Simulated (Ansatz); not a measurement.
**SiH₂Cl (doublet): from Hartree-Fock to the top rungs at distance Cl1–H2 along a hydrogen transfer = 1.698 Å, cc-pVDZ**

One table from this session's results is given with a row withheld; the runs are named, their logs left out.

Computed with Ansatz 0.2.0, Gaussian basis. Level: cc-pVDZ, core rule «outside noble gas», up to 10 orbitals frozen.

The runs, in order: UHF; CCSD(T) on ROHF; CCSD(T) on UHF; BCCD(T) on ROHF; CISD; CCSDT(Q) on ROHF; CCSDT(Q) on UHF; CASSCF and MRCISD+Q, 3 electrons in 3 orbitals; CASSCF and NEVPT2, 3 electrons in 3 orbitals; CASSCF and MRCISD+Q, 13 electrons in 10 orbitals; CASSCF and NEVPT2, 13 electrons in 10 orbitals.

9 further runs of the same task are left out: 8 that didn't finish, 1 set aside as unsound or not needed.

**What is computed**

The geometry derives from fragments relaxed apart (PBE0/def2-TZVP) and kept rigid, so it is no stationary point. A hydrogen atom is moved between rigid fragments.

4 atoms, charge 0, spin multiplicity 2.

Atoms are counted from 1 here; the program's logs count them from 0.

Bond lengths: H2–Si3 1.440 Å, Si3–H4 1.532 Å. Angles: H2–Si3–H4 105.0°.

The first run:

File in.yaml:

```yaml
crystal:
  periodic: [false, false, false]
  atoms:
    - {symbol: Cl, position_ang: [-1.424867, 0.022748, 0.000000]}
    - {symbol: H, position_ang: [0.273133, 0.022748, 0.000000]}
    - {symbol: Si, position_ang: [1.713133, 0.022748, 0.000000]}
    - {symbol: H, position_ang: [2.109567, -1.456765, 0.000000]}
basis:
  gaussian: {orbitals: cc-pVDZ}
magnetization: {spin_polarized: true, initial_magnetization: 1}
hamiltonian: {xc: hf}
output: {orbitals: {seedname: orbitals}}
```

The run is started by

```bash
$ ansatz run in.yaml --threads 1 --pin off --events-out ev --progress --plain --max-ram 2393MiB
```

Steps of the session up to this table: UHF; CCSD(T) on ROHF; CCSD(T) on UHF; BCCD(T) on ROHF; CISD; CCSDT(Q) on ROHF; CCSDT(Q) on UHF; CASSCF and MRCISD+Q, 3 electrons in 3 orbitals; CASSCF and NEVPT2, 3 electrons in 3 orbitals; CASSCF and MRCISD+Q, 13 electrons in 10 orbitals; CASSCF and NEVPT2, 13 electrons in 10 orbitals.

One of the session's tables, all rows but one given; the rest of the session is left out.

| method | from UCCSDT(Q) (kJ/mol) |
| --- | --- |
| ROHF | +719.5 |
| UHF | +688.9 |
| RMP2 | +126.0 |
| UMP2 | +144.6 |
| CISD | +86.3 |
| RCCSD | +19.7 |
| UCCSD | +20.5 |
| RCCSD(T) | +4.4 |
| UCCSD(T) | +5.5 |
| BCCD(T) | +4.4 |
| RCCSDT | +1.3 |
| UCCSDT | +1.4 |
| RCCSDT(Q) | 0.0 |
| UCCSDT(Q) | 0 |
| CASSCF valence | ? |
| NEVPT2 valence | +139.5 |
| MRCISD valence | +51.9 |
| MRCISD+Q valence | +6.0 |

Q: Estimate the row for CASSCF valence from the others.

**Answer.** from UCCSDT(Q) (kJ/mol): +576.2. In the column «from UCCSDT(Q) (kJ/mol)» it lies between UMP2 (+144.6) and UHF (+688.9).

Among the levels timed on like hardware and quicker than the yardstick, those that no quicker one beats, quickest first: CISD (3.8 s, +86.3 kJ/mol); BCCD(T) (6 s, +4.4 kJ/mol); RCCSDT(Q) (44 s, 0.0 kJ/mol).

Left out of the table: CASSCF pair, NEVPT2 pair, MRCISD pair, MRCISD+Q pair (the active space lost an orbital or holds another state than full CI finds).

To keep in mind: Of the multireference levels listed MRCISD+Q valence comes nearest in total energy (+6.0 kJ/mol), which doesn't show that its space is the better one. Restricted and unrestricted rows rest on different reference determinants; where their highest levels disagree by more than a few hundredths of an eV, they describe different states and don't form one ladder. Warnings in the runs' records: passed over end.
